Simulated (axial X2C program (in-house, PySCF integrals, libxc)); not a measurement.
**HCP: bond lengths and stretches, held linear**

One table from this session's results is given with a row withheld; the runs are named, their logs left out.

Computed with an in-house X2C program for linear molecules on PySCF integrals. Level: all-electron X2C, two-component (2c) or spin-free, H dyall-v3z, C dyall-v3z, P dyall-v3z.

All values are calculated.

1 further run of the same task is left out (set aside as unsound or not needed).

The first run:

task.json

```json
{"zs": [1, 6, 15], "q": 0, "bas": ["dyall-v3z", "dyall-v3z", "dyall-v3z"], "r0": [1.07, 1.54], "symm": 0, "scan": ["PBE0", "HF", "BHandHLYP"], "levels": ["PBE0", "HF", "r2SCAN"], "nst": 2}
```

Keys: zs atomic numbers; q charge; bas basis sets; r0 starting distance in Å; symm equal bonds; scan levels of the two-bond scan (MP2 follows by itself at each HF point); levels methods; nst determinants followed.

Command:

```sh
$ python solin.py task.json out
```

Masses H 1.008, C 12.000, P 30.974 u.

Steps of the session up to this table: Scan at PBE0, 2c; Scan at HF, 2c; Scan at BHandHLYP, 2c.

One of the session's tables, all rows but one given; the rest of the session is left out.

```
               level  r(H–C) (Å)  r(C–P) (Å)  lower stretch (cm⁻¹)  upper stretch (cm⁻¹)
            PBE0, 2c       1.073       1.535                1357.3                3362.0
              HF, 2c       1.061       1.513                1452.7                3507.5
       BHandHLYP, 2c       1.063       1.522                1399.2                3440.0
             MP2, 2c       1.073       1.559                1252.6                3362.1
     PBE0, spin-free       1.073       1.535                1357.5                3361.9
       HF, spin-free           ?           ?                     ?                     ?
BHandHLYP, spin-free       1.063       1.522                1399.3                3439.9
      MP2, spin-free       1.073       1.559                1252.4                3362.2
```

Q: Estimate the row for HF, spin-free from the others.

As computed: r(H–C) (Å): 1.061; r(C–P) (Å): 1.513; lower stretch (cm⁻¹): 1452.9; upper stretch (cm⁻¹): 3507.4.

Scans not shown above were run alike.

MP2 freezes inner shells (threshold -2 hartree). The molecule was held linear; bending was not examined, so a bent shape may lie lower.
